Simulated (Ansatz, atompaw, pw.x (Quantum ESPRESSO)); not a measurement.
**phosphorus (P): does the PAW (atompaw) potential hold in the solid?**

* Element: phosphorus (P)
* Generator: atompaw 4.2.0.5
* Type: PAW
* Functional: LDA (PW92)
* Relativity: scalar-relativistic
* Frozen core: [Ne]
* Valence charge: 5
* Reference configuration: 3s2 3p3
* Partial waves: 3s (bound): rc 2.20 bohr; 3s channel at 0.2 Ry: rc 2.20 bohr; 3p (bound): rc 2.20 bohr; 3p channel at 1.15 Ry: rc 2.20 bohr; 3d channel at 0.3 Ry: rc 2.20 bohr; 3d channel at 0.8 Ry: rc 2.20 bohr
* Local potential: troulliermartins scheme with l = 3 at -0.5 Ry, radius 1.95 bohr
* Core correction: smooth core density matched at 1.40 bohr
* Augmentation charge: sinc compensation charge, radius 1.85 bohr; PAW radius 2.20 bohr; waves and projectors: custom polynom2 7 10 vanderbiltortho

Atomic tests: cutoffs needed: 8 Ry and 18 Ry (the cutoffs (Ry, on a coarse ladder) from which the occupation-weighted sum of valence levels, in a spherical-Bessel basis at the reference potential, stays within 10 and 1 mRy of its value at 400 Ry); ghost test: no extra level below or beside the all-electron valence levels (s, p, d, f tested) (spherical-Bessel basis up to 400 Ry, 20 bohr box); lowest eigenvalue of the overlap operator: 0.25 (s channel).

Crystal test: fcc P in pw.x 7.5, no spin, 15³ k-points, Fermi–Dirac smearing 0.01 Ry, cutoffs 40/400 Ry. The reference is all-electron LAPW (Ansatz 0.2.0) with the same functional, mesh and smearing; V0 and B0 come from Birch–Murnaghan fits to the pressures at five volumes. Errors are pseudo minus all-electron; Δ is the rms difference of the E(V) curves that follow from these fits, minima aligned, over ±6 % about the mean V0. Mesh and smearing are coarse, so the numbers serve the comparison and aren't converged zero-temperature values; the lattice is a test structure that the element need not adopt.

```json
{"V (Å³/atom)": "13.319", "P all-electron (GPa)": "5.06", "P pseudo (GPa)": "5.05"}
{"V (Å³/atom)": "13.669", "P all-electron (GPa)": "2.02", "P pseudo (GPa)": "2.01"}
{"V (Å³/atom)": "14.020", "P all-electron (GPa)": "-0.67", "P pseudo (GPa)": "-0.68"}
{"V (Å³/atom)": "14.370", "P all-electron (GPa)": "-3.06", "P pseudo (GPa)": "-3.07"}
{"V (Å³/atom)": "14.721", "P all-electron (GPa)": "-5.20", "P pseudo (GPa)": "-5.21"}
```

All-electron: a0 = 3.819 Å (V0 = 13.93 Å³/atom), B0 = 104.1 GPa.

Pseudopotential: mean pressure error (GPa): -0.01; a0 (Å): 3.819; a0 error (%): -0.00; B0 error (%): +0.1; Δ (meV/atom): 0.0.

Task: At the middle volume, how do free energy and pressure move when the wave cutoff is lowered (ecutrho held at 400 Ry)?

Result:

```
cutoff (Ry)  shift of F (meV/atom)  shift of P (GPa)
         18                   +6.4             -0.30
         24                   +0.3             -0.02
         32                   +0.0             -0.00
```

The run at the middle volume (120 k-points, 7 iterations) took about 8.9 s on one core of a shared host (Intel(R) Xeon(R) 6975P-C, 192 threads, 756 GiB, load 137).
